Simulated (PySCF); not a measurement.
**Mayer bond orders and bond lengths**

Species: C₅H₁₁N.
Atom-mapped SMILES: `[CH3:1][CH2:2][NH:3][CH:4]1[CH2:5][CH2:6]1` (hydrogens: H7, H8, H9 on C1; H10, H11 on C2; H12 on N3; H13 on C4; H14, H15 on C5; H16, H17 on C6)

Cartesian coordinates in Å at the GFN2-xTB level; atoms count from 1:
```xyz
17
C5H11N angstrom
C     -2.0580    0.3168   -0.0615
C     -1.3425   -1.0352   -0.1295
N      0.0546   -0.9784   -0.5182
C      0.9211   -0.3306    0.4157
C      2.2827    0.1096   -0.0153
C      1.2502    1.1401    0.3519
H     -3.0989    0.1761    0.2185
H     -1.5839    0.9603    0.6757
H     -2.0235    0.8141   -1.0295
H     -1.8497   -1.6802   -0.8528
H     -1.3881   -1.5227    0.8485
H      0.1482   -0.5504   -1.4343
H      0.8292   -0.7727    1.4018
H      3.1127   -0.0531    0.6542
H      2.5415    0.0041   -1.0581
H      0.8244    1.7245   -0.4508
H      1.3730    1.6897    1.2728
```

Bond orders from the PBE0/pcSseg-1 density (PySCF). One conformer (not necessarily the lowest) at the GFN2-xTB geometry, without solvent, vibrations or thermal averaging.

(1) How far do the computed orders between heavy atoms stray from the drawn ones?

(2) Set the Mayer orders of the bonds beside their lengths.

## Answers

(1) The largest departure is 0.064, at C6–C4 (drawn single, 0.936).

(2) 
| bond | drawn as | length (Å) | Mayer order |
| --- | --- | --- | --- |
| C1–C2 | single | 1.531 | 1.041 |
| C2–N3 | single | 1.451 | 1.003 |
| N3–C4 | single | 1.429 | 1.011 |
| C4–C5 | single | 1.494 | 0.972 |
| C5–C6 | single | 1.504 | 0.961 |
| C6–C4 | single | 1.508 | 0.936 |
| C1–H7 | single | 1.087 | 0.964 |
| C1–H8 | single | 1.087 | 0.960 |
| C1–H9 | single | 1.089 | 0.966 |
| C2–H10 | single | 1.094 | 0.959 |
| C2–H11 | single | 1.094 | 0.951 |
| N3–H12 | single | 1.015 | 0.935 |
| C4–H13 | single | 1.085 | 0.946 |
| C5–H14 | single | 1.079 | 0.957 |
| C5–H15 | single | 1.080 | 0.955 |
| C6–H16 | single | 1.080 | 0.953 |
| C6–H17 | single | 1.079 | 0.953 |

By pair of heavy elements: C–C: lowest C6–C4 (0.936, 1.508 Å), highest C1–C2 (1.041, 1.531 Å); in 3 of the 6 pairs the longer bond (by over 0.003 Å) has the higher order (by 0.02 or more). C–N: all 2 within 0.02 of one another (1.003 to 1.011).

Problem. Sum the orders of all bonds at each heavy atom with more than one neighbour and set the sums beside the valence in the SMILES.

Solution. C1 3.931 (drawn 4), C2 3.954 (drawn 4), N3 2.949 (drawn 3), C4 3.865 (drawn 4), C5 3.845 (drawn 4), C6 3.803 (drawn 4). Orders between atoms that aren't bonded are not in these sums.

The Mayer order sums products of elements of PS (density times overlap matrix) between the two atoms' basis functions, so it depends on the basis set.
